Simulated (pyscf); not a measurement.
Elementary routes open to H₂N–SiH₂–NH₂ + SiH₄ in the gas phase (singlet surface):
A. H₂N–SiH₂–NH–SiH₃ + H₂ (H–N, H–Si broken; N–Si, H–H formed)
B. H₂N–SiH(NH₂)–SiH₃ + H₂ (H–Si, H–Si broken; Si–Si, H–H formed)

Structures and frequencies: ωB97X-D3(BJ)/def2-SVP in PySCF.

Question: Rank the routes by free-energy barrier at 298 K, lowest first, for ωB97M-D3(BJ)/def2-TZVP energies (ideal gas, 1 atm, RRHO with modes under 100 cm⁻¹ raised to 100, one conformer, R ln 2 for chiral ones without a mode under 150 cm⁻¹).

Answer: A (2.22 eV), B (3.65 eV)

Route A is the fastest of these, ahead of the next by 1.42 eV. The most stable products are those of A (ΔG = -0.36 eV), so kinetics and thermodynamics agree. At 1200 K A is still the fastest. Only these routes are compared; each barrier is that of the saddle found, and lower ones may exist.
